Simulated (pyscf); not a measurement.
Structures and frequencies: ωB97X-D3(BJ)/def2-SVP in PySCF. MP2 and CC: frozen core, UHF for open shells. ΔMP2 is the change of the MP2 total energy from the triple- to the quadruple-zeta basis.

**Question.** For hydrogen chloride (HCl) + vinyl chloride (H₂C=CH–Cl) -> Cl–CH₂–CH₂–Cl, an addition across a multiple bond or ene-type step (singlet surface; Cl–H broken, C–Cl, C–H formed), PBE/def2-TZVP gives ΔE‡ = 1.63 eV and ΔE = -0.85 eV (zero: the separated reactants). In which direction and how far do B3LYP-D3(BJ)/def2-TZVP, ωB97M-D3(BJ)/def2-TZVP, CCSD(T)/def2-TZVPP + ΔMP2(QZVPP) move these?

**Answer.** B3LYP-D3(BJ): ΔE‡ = 1.84 eV, ΔE = -0.83 eV; ωB97M-D3(BJ): ΔE‡ = 2.00 eV, ΔE = -0.88 eV; CCSD(T): ΔE‡ = 2.11 eV, ΔE = -0.84 eV. PBE's barrier lies under all of them, by 0.21 to 0.47 eV. Its reaction energy lies among theirs. Low barriers are usual for a GGA, whose delocalisation error favours stretched bonds. On the product side the descent ends in a point that may be a rotor saddle (no frequency run), 0.05 eV over the lowest minimum found and 2.95 eV under the saddle at ωB97X-D3(BJ)/def2-TZVP. At ωB97X-D3(BJ)/def2-TZVP the barrier from the zero used here is 1.99 eV. One saddle was located; it need not be the lowest between these sides. The CCSD(T) − MP2 part came from Ansatz, without density fitting, on the same reference.
